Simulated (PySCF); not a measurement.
Adding and removing an electron: NaCl

RHF-CCSD(T); PySCF, no relativity, basis sets Na def2-SVPD, Cl def2-SVPD. Neutral (RHF): singlet (closed shell), Re = 2.419 Å, ωe = 346 cm⁻¹, De = 4.09 eV.

NaCl⁻ (UHF): doublet (σ ↑), Re = 2.563 Å, ωe = 256 cm⁻¹, De = 1.30 eV to Na + Cl⁻. The energies at the minima are -621.40971 hartree for NaCl and -621.43364 for NaCl⁻.

Task: Work out the adiabatic electron affinity, without and with harmonic zero-point energies (1 hartree = 27.2114 eV, 1 eV = 8065.5 cm⁻¹), and the change of the bond length.

Result: At CCSD(T): 0.02393 hartree = 0.651 eV between the minima; the zero-point term (346.0 − 256.0)/2 cm⁻¹ = +0.006 eV makes it 0.657 eV. Re changes by +14.4 pm against the neutral. The electron enters a σ orbital, and the longer bond of the ion fits an antibonding orbital, or a change in how ionic the bond is.

Correlated steps freeze 6 core orbitals. Correlated levels converge slowly with the basis: in double zeta they bind strong bonds too weakly, by up to about 1 eV, and carry superposition errors of some tenths. For an ion De counts to the pair picked by the measured ionisation energies or electron affinities, which need not be the lowest pair at this level. Where the molecule has an RHF reference, its open-shell atoms are computed with UHF. States were picked by a PBE0 search and need not be the measured ground states.

Neutral and ion stand on different kinds of reference determinant, which adds to the error of the difference.
